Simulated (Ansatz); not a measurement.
**SrAg2: computed properties**

All numbers below come from DFT PBEsol, scalar-relativistic, plane waves, PAW in Ansatz 0.2.0.

Settings: cutoff 420 eV, Γ-centred mesh 10×10×10 on the computed 6-atom cell, Gaussian smearing of 0.10 eV; no spin polarisation.

The structure is relaxed at this level of theory with its symmetry kept. Whether it is the stable form of this composition wasn't checked.

The structure is orthorhombic, space group Imma (No. 74). Conventional cell: a = 4.773 Å, b = 7.579 Å, c = 8.134 Å, α = 90.00°, β = 90.00°, γ = 90.00°. Sr (site symmetry mm2) has 12 Ag at 3.27 to 3.47 Å as nearest neighbours. Ag (site symmetry m) has 4 Ag at 2.78 to 2.92 Å as nearest neighbours.

| Property | Result |
| --- | --- |
| Volume per atom | 24.52 Å³ |
| Formation energy from the elements' standard states (uncorrected) | -0.271 eV/atom |
| Kohn–Sham band gap | none (metal) |
| Density of states at the Fermi level | 2.16 states/eV per cell |
| Bader charges (e) | Sr (2 in the cell) 1.29, Ag (4 in the cell) -0.64 |

Cost: 1 run of about 6.1 core-minutes, on Arm Neoverse V2 (shared hosts).